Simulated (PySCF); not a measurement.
Isomers C6H4O2:

A. `O=C1C=CC(=O)C=C1`
B. `C#CC(=O)C(=C)C=O`
C. `O=C1C=CC=CC1=O`
D. SMILES C#CC#CCC(=O)O

Spectrum 1. ¹H NMR (500 MHz, computed): δ 10.52 (s, 1H), 7.64 (br s, 1H), 7.26 (br s, 1H), 2.97 (s, 1H). ¹³C{¹H} NMR (computed): δ 193.8 (CH), 180.8 (C), 151.2 (CH2), 146.1 (C), 90.5 (CH), 82.2 (C).

Spectrum 2. ¹H NMR (500 MHz, computed): δ 6.18 (br s, 1H), 3.45 (d, J = 2.2 Hz, 2H), 1.24 (t, J = 2.2 Hz, 1H). ¹³C{¹H} NMR (computed): δ 172.6 (C), 78.3 (C), 74.1 (C), 72.6 (CH), 72.5 (C), 26.5 (CH2).

Spectrum 3. ¹H NMR (500 MHz, computed): δ 6.83 (s, 4H). ¹³C{¹H} NMR (computed): δ 193.9 (C), 141.6 (CH).

Spectrum 4. ¹H NMR (500 MHz, computed): δ 7.03 (m, 2H), 6.24 (d, 2H). ¹³C{¹H} NMR (computed): δ 185.2 (C), 143.7 (CH), 136.7 (CH).

PySCF calculation with σ from GIAO-PBE0/pcSseg-1, couplings computed with B3LYP/pcJ-1 (spin–dipole term left out of most H,H and C,H couplings) and geometry from GFN2-xTB; single conformer, fast rotation and ring inversion assumed for equivalent nuclei, non-relativistic Hamiltonian, in vacuum.

δ = σ(ref) − σ, references computed at the same level: ¹H (31.72 ppm) and ¹³C (186.93 ppm) against TMS. Multiplet labels drop J under 1 Hz and among equivalent protons, and merge close values. Unscaled 3J(H,H) run several per cent high. Where no couplings were computed, multiplicities follow the n + 1 count of equivalent neighbours, and m marks all less simple cases (inequivalent or close neighbours, rings, F or P nearby). Acid and N–H amide carbonyl carbons lie up to 10 ppm further downfield in solution (hydrogen bonding). Shifts are as computed. Against solution values, carbons near 30 ppm lie about +3 ppm off and those near 130 ppm about +5 ppm. Of 1211 compounds with measured shifts, 218 miss one by over three times the rms of a fit or turn the order of signals round; such compounds aren't used in these exercises. OH and NH positions are gas-phase values without hydrogen bonding to other molecules.

Question: Which spectrum belongs to which compound?

Answer: 1–B, 2–D, 3–A, 4–C.

- Spectrum 1 (B): 6 ¹³C signals; δC 193.8 is an aldehyde carbonyl carbon; δC 151.2 is a β carbon of a C=C–C=O unit.
- Spectrum 2 (D): 6 ¹³C signals; δC 172.6 is a carboxylic acid carbon; δC 78.3 is an alkyne carbon.
- Spectrum 3 (A): 2 ¹³C signals; δC 193.9 is a ketone carbonyl carbon; δC 141.6 is a β carbon of a C=C–C=O unit.
- Spectrum 4 (C): 3 ¹³C signals; δC 185.2 is a ketone carbonyl carbon; δC 143.7 is a β carbon of a C=C–C=O unit.
